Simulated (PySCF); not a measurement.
Simulated Si 2p region for `F[SiH2]F` (difluorosilane), binding energy against the vacuum level.

Every computed line was given a Gaussian of 1.0 eV full width at half maximum and an area set by the number of equivalent atoms (split 2:1 within a doublet); the highest printed point is 100. Level of theory: delta-SCF UKS SCAN, pcX-2 on the ionised atom, pcseg-1 elsewhere, spin-free X2C in PySCF.

binding energy (eV), intensity and a bar:
```
    108.2          0 
    108.3          1 
    108.4          1 
    108.5          3 #
    108.6          5 #
    108.7          8 ###
    108.8         14 ####
    108.9         21 ######
    109.0         30 #########
    109.1         42 ############
    109.2         54 ################
    109.3         67 ####################
    109.4         80 ########################
    109.5         90 ###########################
    109.6         97 #############################
    109.7        100 ##############################
    109.8        100 ##############################
    109.9         96 #############################
    110.0         90 ###########################
    110.1         82 #########################
    110.2         73 ######################
    110.3         63 ###################
    110.4         54 ################
    110.5         44 #############
    110.6         35 ##########
    110.7         26 ########
    110.8         19 ######
    110.9         13 ####
    111.0          9 ###
    111.1          6 ##
    111.2          3 #
    111.3          2 #
    111.4          1 
    111.5          1 
    111.6          0 
    111.7          0
```

Problem. How many maxima does the curve show, and how many computed lines lie under it?

Solution. The curve has 1 maximum (at 109.7 eV). Under it lie 2 lines from 1 inequivalent silicon site, drawn as a 2p3/2, 2p1/2 pair. At this width some lines have no maximum of their own.

Problem. Decompose the envelope and assign each component. Numbering: `[F:1][SiH2:2][F:3]`.

Solution. 
| position (eV) | relative area | line | atoms | environment |
| --- | --- | --- | --- | --- |
| 109.61 | 0.67 | Si 2p3/2 | Si2 | fluorine-bound silicon |
| 110.24 | 0.33 | Si 2p1/2 | Si2 | fluorine-bound silicon |

Problem. What are the centre and the root-mean-square width of the whole band?

Solution. The area-weighted mean of the lines is 109.82 eV. Their own spread about it is 0.30 eV (rms) and each Gaussian has σ = 1.0/2.355 = 0.42 eV; the variances add, which gives 0.52 eV.

Shake-up satellites, vibrational structure and lifetime widths aren't simulated. Spin–orbit coupling isn't in the SCF: each 2p doublet comes from a relaxed spin-free hole plus a matrix of the shell (mean-field spin–orbit coupling and the ground-state 2p splitting), with 2p3/2 averaged over its two sublevels. 2p1/2 minus 2p3/2 (ligand field included): Si 0.63 eV. Isolated species at its PBE0-D3(BJ)/def2-SVP geometry, gas phase.
